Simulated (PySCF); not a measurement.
## GaH, singlet: the ladder up to RCCSDT(Q)

Geometry: that of the GaH⁻, doublet, kept fixed.

```json
{"atom": "Ga", "x (Å)": "0.0000", "y (Å)": "0.0000", "z (Å)": "0.0000"}
{"atom": "H", "x (Å)": "0.0000", "y (Å)": "0.0000", "z (Å)": "1.7244"}
```

Basis aug-cc-pVTZ; PySCF 2.14.0. Correlated methods freeze the noble-gas cores and the filled d shells of p-block atoms, which leaves 4 electrons in 68 orbitals. Prefix R: restricted or restricted open-shell reference. No spin–orbit coupling is included, and no scalar relativity.

Full CI isn't at hand for all of this; RCCSDT(Q) serves as the reference, and is uncertain by the last step of the cluster series or more.

```
T1 diagnostic (ROHF- or RHF-based CCSD)             : 0.0122
largest doubles amplitude (ROHF- or RHF-based CCSD) : 0.045
```

| level | E − E(RCCSDT(Q)) (meV) | share of correlation (%) | wall time |
| --- | --- | --- | --- |
| RHF | 2199 | 0.00 | – |
| RMP2 | 550 | 74.99 | – |
| RCCSD | 47 | 97.86 | – |
| RCCSD(T) | 10 | 99.54 | 4.4 s |
| RCCSDT | 1 | 99.94 | – |

The correlation energy at RCCSDT(Q), counted from RHF, is -2.199 eV. That run took 67 s on 1 thread of Arm Neoverse V2, shared host.

Times are those of the correlated step on a shared host, with one SCF added for the restricted CCSD run; they ran on 1 thread of Arm Neoverse V2.
